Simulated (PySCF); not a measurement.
# C2H3N, SMILES `CC#N` (charge 0, multiplicity 1)

The numbers are results of TPSSh-D3(BJ)/def2-TZVP // BP86-D3(BJ)/def2-SVP (PySCF), not measurements.

```
Quantity                        Result
-------------  -----------------------
HOMO                          -8.59 eV
dipole moment                0.831 e·Å
LUMO                           0.21 eV
HOMO–LUMO gap                  8.80 eV
total energy              -132.8135 Ha
cost           roughly 70 core-seconds
```

Bonds (Å): C1–C2 1.461, C1–H4 1.109, C1–H5 1.109, C1–H6 1.109, C2–N3 1.171. Angles (°): C2–C1–H4 110.4, C2–C1–H5 110.4, C2–C1–H6 110.4, H4–C1–H5 108.5, H4–C1–H6 108.5, H5–C1–H6 108.5, C1–C2–N3 180.0.
Charge 0, spin multiplicity 1.
